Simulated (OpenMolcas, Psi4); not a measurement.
# OpenMolcas → Psi4

This OpenMolcas 26.06 job computes PH2 (SMILES [PH2]):

mol.inp:
```
&GATEWAY
  BasLib=$CurrDir
  Coord
  3
  angstrom
  P        0.525730      -0.309370       0.258210
  H        0.114640       1.051490       0.176750
  H       -0.640370      -0.742120      -0.434970
  Basis=3-21G
  Group=NoSym

&SEWARD

&SCF
  UHF
  Spin=2
  Thresholds=1e-10 1e-07 1e-07 1e-05
  PrOrbitals=1 1
```

```bash
$ export MOLCAS_MEM=1860
$ pymolcas mol.inp > mol.log
```

(Basis files named in the input come from the Basis Set Exchange and aren't shown.)

The shape is that of a PBE0-D4/def2-TZVP optimisation.

It gives a total energy of -340.119312 Eh.

**Question.** Write the same calculation for Psi4 1.11 as an ASE script, asking for the gradient.

**Answer.** For example:

h2p.xyz:
```
3
H2P
P      0.525730    -0.309370     0.258210
H      0.114640     1.051490     0.176750
H     -0.640370    -0.742120    -0.434970
```

run.py:
```python
import numpy as np
from ase.calculators.psi4 import Psi4
from ase.io import read

a = read('h2p.xyz')
calc = Psi4(atoms=a, method='hf', basis='3-21G', memory='2200MB', num_threads=1, charge=0, multiplicity=2, label='h2p', reference='uhf')
calc.psi4.set_options({'puream': True, 'e_convergence': 1e-09, 'd_convergence': 1e-08, 'scf_type': 'pk', 'maxiter': 100})
a.calc = calc

forces = a.get_forces()
print(f'energy: {a.get_potential_energy():.6f} eV')
print('forces / eV A^-1')
print(np.round(forces, 5))
```

```bash
$ python run.py
```

Its energy is -340.119312 Eh, the same as the first but for the last digit, at most.
